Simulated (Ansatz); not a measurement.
Computed with Ansatz.

A structure relaxed at PBE0-D4/def2-TZVP, charge 0, multiplicity 1:

```xyz
6

B     0.770    0.244    0.341
B    -0.600   -0.206   -0.469
Cl   -2.038   -0.540    0.476
H     1.565   -0.564    0.729
H     1.011    1.393    0.578
H    -0.709   -0.328   -1.654
```

Problem. Give its formula and SMILES.

Solution. B2ClH3, `BBCl`.

Problem. Point group (tolerance 0.08 Å, 0.16 Å for H)?

Solution. Cs.

Problem. Summarise the bond lengths by kind.

Solution. 1 × B–B 1.654 Å; 3 × B–H 1.196 to 1.198 Å; 1 × B–Cl 1.753 Å.
